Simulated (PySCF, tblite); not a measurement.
C₅H₈N (doublet state).
Numbering: `[CH2:1][C@H:2]([CH3:3])[CH2:4][C:5]#[N:6]` (hydrogens: H7, H8 on C1; H9 on C2; H10, H11, H12 on C3; H13, H14 on C4)

Structure optimised with GFN2-xTB, isolated species. This method treats the open shell by occupation alone, without spin polarisation.

(1) List the bond lengths, angles and torsions at this level.

Answers

(1) 
```json
{"bond": "C1–C2", "length (pm)": "147.0", "order": "single"}
{"bond": "C2–C3", "length (pm)": "152.8", "order": "single"}
{"bond": "C2–C4", "length (pm)": "156.7", "order": "single"}
{"bond": "C4–C5", "length (pm)": "143.6", "order": "single"}
{"bond": "C5≡N6", "length (pm)": "114.4", "order": "triple"}
{"bond": "C1–H7, C1–H8", "length (pm)": "107.3", "order": "single"}
{"bond": "C2–H9", "length (pm)": "109.7", "order": "single"}
{"bond": "C3–H10, C3–H11, C3–H12", "length (pm)": "108.8", "order": "single"}
{"bond": "C4–H13", "length (pm)": "109.3", "order": "single"}
{"bond": "C4–H14", "length (pm)": "109.3", "order": "single"}
```

Bonds in one row agree within 1 pm and their mean is given. Orders are formal, as drawn. A selection of angles:
```json
{"angle": "C2–C1–H7", "degrees": "120.3"}
{"angle": "C2–C1–H8", "degrees": "120.8"}
{"angle": "H7–C1–H8", "degrees": "118.5"}
{"angle": "C1–C2–C3", "degrees": "112.1"}
{"angle": "C1–C2–C4", "degrees": "109.5"}
{"angle": "C1–C2–H9", "degrees": "109.7"}
{"angle": "C3–C2–C4", "degrees": "109.3"}
{"angle": "C3–C2–H9", "degrees": "109.5"}
{"angle": "C4–C2–H9", "degrees": "106.5"}
{"angle": "C2–C3–H10", "degrees": "110.0"}
{"angle": "C2–C3–H11", "degrees": "110.6"}
{"angle": "H10–C3–H11", "degrees": "108.4"}
{"angle": "H10–C3–H12", "degrees": "108.6"}
{"angle": "C2–C4–C5", "degrees": "111.0"}
{"angle": "C2–C4–H13", "degrees": "109.3"}
{"angle": "C2–C4–H14", "degrees": "109.7"}
{"angle": "C5–C4–H13", "degrees": "109.1"}
{"angle": "C5–C4–H14", "degrees": "108.8"}
{"angle": "H13–C4–H14", "degrees": "108.8"}
{"angle": "C4–C5–N6", "degrees": "178.6"}
```

Torsions: C1–C2–C4–C5 -174° (antiperiplanar).

The 4 C–C bonds span 1.436 Å (C4–C5, drawn single) to 1.567 Å (C2–C4, drawn single), a spread of 0.131 Å. Of the pairs four or more bonds apart, C5···H12 is among the closest relative to their van der Waals radii: 2.60 Å, 90 % of the sum of Bondi's values. C1 (carbon bonded to C and 2 H) is planar (angles 120.8°, 120.3° and 118.5°, sum 359.6°, 0.04 Å off the plane of its three neighbours).

Point group: C1 (no symmetry element, even within 0.4 Å). Its GFN2-xTB frequencies are all real (lowest 77 cm⁻¹). Torsions: H–C1–C2–C3 31° and -156°, C1–C2–C4–C5 -174°. 3 starts were optimised and ended at 0.00, 0.48 and 0.65 kcal/mol (GFN2-xTB); the lowest of these is shown.

One conformer stands for the species.

All values are computed, not measured.
